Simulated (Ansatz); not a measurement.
# SiH₃O−: single points off equilibrium

A test off equilibrium: a structure displaced at random from a GFN2-xTB minimum is computed at several levels, and each is set against CCSD(T).

Program: Ansatz 0.2.0, Gaussian basis. Level of theory: single points in def2-TZVPPD. These are calculated values, not measurements.

Correlated methods freeze the cores.

**1. The starting structure**

5 atoms, charge -1, spin multiplicity 1.

Atoms are counted from 1 here; the program's logs count them from 0.

Bond lengths: O1–Si2 1.797 Å, O1–H3 1.073 Å, Si2–H4 1.429 Å, Si2–H5 1.272 Å. Angles: Si2–O1–H3 108.3°, O1–Si2–H4 95.5°, O1–Si2–H5 75.4°, H4–Si2–H5 108.4°.

As a file:

```xyz
5

O     0.5675   -0.3267    0.8995
Si    0.1992    0.3091   -0.7407
H     0.6959   -1.3900    0.8276
H    -1.0887   -0.3019   -0.8379
H     0.1055    1.3221    0.0237
```

**2. CCSD(T)/def2-TZVPPD**

run/in.yaml

```yaml
crystal:
  periodic: [false, false, false]
  atoms:
    - {symbol: O, position_ang: [0.567500, -0.326700, 0.899500]}
    - {symbol: Si, position_ang: [0.199200, 0.309100, -0.740700]}
    - {symbol: H, position_ang: [0.695900, -1.390000, 0.827600]}
    - {symbol: H, position_ang: [-1.088700, -0.301900, -0.837900]}
    - {symbol: H, position_ang: [0.105500, 1.322100, 0.023700]}
basis:
  gaussian: {orbitals: "def2-TZVPPD.json"}
total_charge: -1
correlation: {method: ccsd_t}
output: {forces: true}
```

The basis file named in the input lies beside it (Basis Set Exchange, JSON).

No record of the launch command was kept for these runs.

**3. PBE0-D4/def2-TZVPPD**

run/in.yaml, as its differences from that of step 2:

```diff
@@ -11,3 +11,3 @@
 total_charge: -1
-correlation: {method: ccsd_t}
-output: {forces: true}
+hamiltonian: {xc: pbe0, dispersion: d4}
+output: {forces: true, orbitals: {seedname: orbitals}}
```

**4. wB97M-V/def2-TZVPPD**

run/in.yaml, as its differences from that of step 3:

```diff
@@ -11,3 +11,3 @@
 total_charge: -1
-hamiltonian: {xc: pbe0, dispersion: d4}
-output: {forces: true, orbitals: {seedname: orbitals}}
+hamiltonian: {xc: {name: wB97M-V}}
+output: {forces: true}
```

**5. r2SCAN-D4/def2-TZVPPD**

run/in.yaml, as its differences from that of step 4:

```diff
@@ -11,3 +11,3 @@
 total_charge: -1
-hamiltonian: {xc: {name: wB97M-V}}
+hamiltonian: {xc: r2scan, dispersion: d4}
 output: {forces: true}
```

**6. PBE-D4/def2-TZVPPD**

run/in.yaml, as its differences from that of step 5:

```diff
@@ -11,3 +11,3 @@
 total_charge: -1
-hamiltonian: {xc: r2scan, dispersion: d4}
+hamiltonian: {xc: pbe, dispersion: d4}
 output: {forces: true}
```

**7. r2SCANh-D4/def2-TZVPPD**

run/in.yaml, as its differences from that of step 6:

```diff
@@ -11,3 +11,3 @@
 total_charge: -1
-hamiltonian: {xc: pbe, dispersion: d4}
+hamiltonian: {xc: {name: r2SCANh}, dispersion: d4}
 output: {forces: true}
```

**8. LC-wPBE/def2-TZVPPD**

run/in.yaml, as its differences from that of step 7:

```diff
@@ -11,3 +11,3 @@
 total_charge: -1
-hamiltonian: {xc: {name: r2SCANh}, dispersion: d4}
+hamiltonian: {xc: {name: LC-wPBE}}
 output: {forces: true}
```

(Steps that only read results are left out.)

What does the calculation give? Wanted: RMS force component; RMS force error; HOMO and LUMO, PBE0-D4; T1 diagnostic.

As calculated:

| quantity | value |
| --- | --- |
| RMS force component | 2.980 to 3.075 eV/Å over the methods |
| RMS force error | PBE0-D4 0.103, wB97M-V 0.084, r2SCAN-D4 0.050, PBE-D4 0.198, r2SCANh-D4 0.103, LC-wPBE 0.157 eV/Å |
| HOMO and LUMO, PBE0-D4 | 0.78 and 4.01 eV |
| T1 diagnostic | 0.016 |

What this shows: The forces of r2SCAN-D4 come nearest to CCSD(T), those of PBE-D4 are farthest. Frozen-core CCSD(T) forces in triple zeta carry basis errors of their own, and this is one geometry, so small gaps rank nothing.
